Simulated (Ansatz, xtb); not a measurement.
**Relative energy of two structures of CH3AlO**

Structure a: a singlet given by its coordinates. Structure b: `C[O][Al]`, a singlet. Both are isolated molecules in the gas phase, relaxed with PBE0-D3(BJ)/pcseg-1.

a (Å):

```
atom    x (Å)    y (Å)    z (Å)
   C   0.9461   0.7450  -0.6078
  Al  -0.3021  -0.1519   0.5767
   O  -1.3376  -0.8959   1.5593
   H   0.9227   1.8294  -0.4428
   H   1.9690   0.3906  -0.4298
   H   0.6904   0.5496  -1.6566
```

Close contacts (Å): C1–Al2 1.94, Al2–O3 1.61, C1–H4 1.10, C1–H5 1.10, C1–H6 1.10.

b (Å):

| atom | x (Å) | y (Å) | z (Å) |
| --- | --- | --- | --- |
| C | -3.3967 | -0.5379 | -0.7833 |
| Al | -1.9243 | 2.1714 | -0.7629 |
| O | -2.7336 | 0.6828 | -0.7740 |
| H | -4.3462 | -0.4690 | -0.2342 |
| H | -2.7830 | -1.3175 | -0.3107 |
| H | -3.6179 | -0.8526 | -1.8127 |

Quicker runs give these differences E(b) − E(a): GFN2-xTB +1.0 kcal/mol; HF/STO-3G −34.4 kcal/mol (at GFN2-xTB geometries); r2SCAN-D4/def2-SVP −17.4 kcal/mol (at GFN2-xTB geometries).

**Question.** Estimate which is lower in electronic energy at CCSD(T)/def2-TZVPP, and by roughly how much.

**Answer.** The CCSD(T)/def2-TZVPP calculation puts structure b lower, by 16.4 kcal/mol.

Level by level:

| level | geometry | E(b) − E(a) (kcal/mol) | departure from the last row (kcal/mol) | job, with rough time for the two |
| --- | --- | --- | --- | --- |
| GFN2-xTB | GFN2-xTB | +1.0 | +17.4 | optimisation, 0.39 s |
| HF/STO-3G | GFN2-xTB | −34.4 | −18.0 | single point, 0.51 s |
| r2SCAN-D4/def2-SVP | GFN2-xTB | −17.4 | −1.0 | single point, 3.5 s |
| PBE0-D3(BJ)/pcseg-1 | PBE0-D3(BJ)/pcseg-1 | −20.9 | −4.5 | optimisation, 27 s |
| HF/def2-TZVPP | PBE0-D3(BJ)/pcseg-1 | −31.4 | −15.1 | part of the CCSD(T) run |
| MP2/def2-TZVPP | PBE0-D3(BJ)/pcseg-1 | −9.8 | +6.6 | part of the CCSD(T) run |
| CCSD(T)/def2-TZVPP | PBE0-D3(BJ)/pcseg-1 | −16.4 |  | single point, 56 s |

GFN2-xTB puts the two in the other order. The largest departure from CCSD(T)/def2-TZVPP is that of HF/STO-3G, 18.0 kcal/mol.

With harmonic frequencies from PBE0-D3(BJ)/pcseg-1 (ideal gas, rigid rotor, one conformer each, 298.15 K, 1 atm): on the last row, ΔE + ΔZPE = −14.5, ΔH = −14.6, ΔG = −14.8 kcal/mol.

The T1 diagnostic of structure a is large, so the coupled-cluster value is less sure. The correlated steps freeze 7 core orbitals. Codes used: Ansatz 0.2.0, xtb 6.7.1; the last row on 1 thread of Intel(R) Xeon(R) Processor @ 2.50GHz (Skylake/Cascade Lake) on a shared host.
